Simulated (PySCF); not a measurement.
BCl under electron impact: the energy ladder

PBE in PySCF with def2-TZVPPD on every atom, for the lowest determinant that a PBE0 search found; no spin–orbit coupling.

```
species  state (unpaired electrons)  Re (Å)  ωe (cm⁻¹)  energy of the minimum from the neutral (eV)  De (eV)  dissociates to
    BCl      singlet (closed shell)   1.732        807                                         0.00     5.52          B + Cl
   BCl⁺               doublet (σ ↑)   1.608       1116                                         9.68     4.51         B⁺ + Cl
   BCl⁻               doublet (π ↑)   1.900        504                                        -0.03     1.89         B + Cl⁻
```

Question: Work out the lowest energy to break BCl into atoms, from its vibrational ground state.

Answer: D0 = De − ωe/2 = 5.52 − 0.05 = 5.47 eV (PBE/def2-TZVPPD).

Question: Work out the ionisation energy of the B atom at this level and the threshold of dissociative ionisation.

Answer: IE(B) = 9.68 + 4.51 − 5.52 = 8.67 eV, so B⁺ + Cl + e⁻ appears at D0 + IE(B) = 14.14 eV (PBE/def2-TZVPPD). The measured IE(B) is 8.298 eV (NIST ASD).

Question: Work out the electron affinity of the Cl atom and the threshold of dissociative attachment.

Answer: EA(Cl) = 5.52 − 1.89 − (-0.03) = 3.66 eV, so B + Cl⁻ needs D0 − EA(Cl) = 1.81 eV (PBE/def2-TZVPPD). The measured EA(Cl) is 3.613 eV.

Question: At which energy does ion-pair formation open?

Answer: B⁺ + Cl⁻ lies at D0 + IE(B) − EA(Cl) = 10.48 eV (PBE/def2-TZVPPD).

These are thermodynamic thresholds; the onsets seen under electron impact lie higher where the geometry changes, and cross-sections peak well above them.

For an ion De counts to the pair picked by the measured ionisation energies or electron affinities, which need not be the lowest pair at this level. The highest Kohn–Sham level is positive in this anion. Much of that is self-interaction error, but it also means that the finite basis helps to hold the extra electron. States were picked by a PBE0 search and need not be the measured ground states.
